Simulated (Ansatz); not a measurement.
Molecule (SMILES): F[CH]F, doublet.
Atoms: C1, F2, F3, H4. Bonds: C1-F2, C1-F3, C1-H4.

How fast the optimised C1-H4 bond length converges with the basis for several methods (Ansatz, a first-principles code): deviation from each method's own reference, in Å. References: B3LYP 1.0871 Å, the value in def2-QZVPPD; HF 1.0755 Å, the value in def2-QZVPPD; MP2 1.0825 Å, the value in def2-QZVPP; PBE 1.0976 Å, the value in def2-QZVPPD. Cartesian d functions, on some or all atoms, in 6-31G*; all else is spherical. In correlated methods cores are frozen. Core-valence sets carry the plain set on hydrogen. Open shells are unrestricted. No added dispersion term, no relativity. The reference of a correlated method is not its basis-set limit, which lies further on.

```json
[
 {"basis": "def2-SVP", "functions": "47", "B3LYP": "0.0149", "HF": "0.0091", "MP2": "0.0138", "PBE": "0.0140"},
 {"basis": "6-31G*", "functions": "47", "B3LYP": "0.0061", "HF": "0.0001", "MP2": "0.0061", "PBE": "0.0057"},
 {"basis": "6-311G**", "functions": "60", "B3LYP": "0.0030", "HF": "0.0009", "MP2": "0.0048", "PBE": "0.0026"},
 {"basis": "aug-cc-pVDZ", "functions": "78", "B3LYP": "0.0094", "HF": "0.0073", "MP2": "0.0136", "PBE": "0.0083"},
 {"basis": "def2-TZVP", "functions": "99", "B3LYP": "0.0020", "HF": "0.0014", "MP2": "0.0038", "PBE": "0.0018"},
 {"basis": "cc-pVTZ", "functions": "104", "B3LYP": "0.0013", "HF": "0.0008", "MP2": "0.0012", "PBE": "0.0013"},
 {"basis": "pcseg-2", "functions": "104", "B3LYP": "0.0004", "HF": "-0.0005", "MP2": "-0.0007", "PBE": "0.0002"},
 {"basis": "jun-cc-pV(T+d)Z", "functions": "131", "B3LYP": "0.0004", "HF": "0.0004", "MP2": "0.0010", "PBE": "0.0002"},
 {"basis": "cc-pCVTZ", "functions": "143", "B3LYP": "0.0012", "HF": "0.0005", "MP2": "0.0011", "PBE": "0.0014"},
 {"basis": "aug-cc-pVTZ", "functions": "161", "B3LYP": "0.0004", "HF": "0.0004", "MP2": "0.0015", "PBE": "0.0003"},
 {"basis": "cc-pVQZ", "functions": "195", "B3LYP": "0.0003", "HF": "0.0002", "MP2": "-0.0001", "PBE": "0.0003"},
 {"basis": "def2-QZVPP", "functions": "201", "B3LYP": "0.0001", "HF": "0.0000", "MP2": "0.0000", "PBE": "0.0001"}
]
```

Mean absolute deviation over 6-311G**, def2-TZVP, cc-pVTZ, pcseg-2, jun-cc-pV(T+d)Z, cc-pCVTZ, aug-cc-pVTZ: HF 0.0007, PBE 0.0011, B3LYP 0.0013, MP2 0.0020 Å.
